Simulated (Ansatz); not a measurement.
# 1T (CdI2-type) PtS₂: elastic constant C11 by level of theory

No measured value is used here.

```json
[
 {"level (code)": "LDA (Ansatz)", "value (GPa)": "253", "cell (Å³/atom)": "16.60"},
 {"level (code)": "PBEsol (Ansatz)", "value (GPa)": "223", "cell (Å³/atom)": "17.56"},
 {"level (code)": "r²SCAN (Ansatz)", "value (GPa)": "180", "cell (Å³/atom)": "20.41"}
]
```

Density-functional levels without +SOC have no spin–orbit coupling. LDA: the solid has no gap at this level, which affects its response. LDA, PBEsol, r²SCAN: the cell comes from a level without a dispersion term, which matters for the spacing of layers, chains or molecules. Each level is taken at its own relaxed cell. Cutoffs and k meshes differ between the levels. Ansatz's density-functional and Hartree–Fock values are scalar-relativistic unless marked +SOC, with PAW data made under PBE.

Ansatz is a first-principles code.
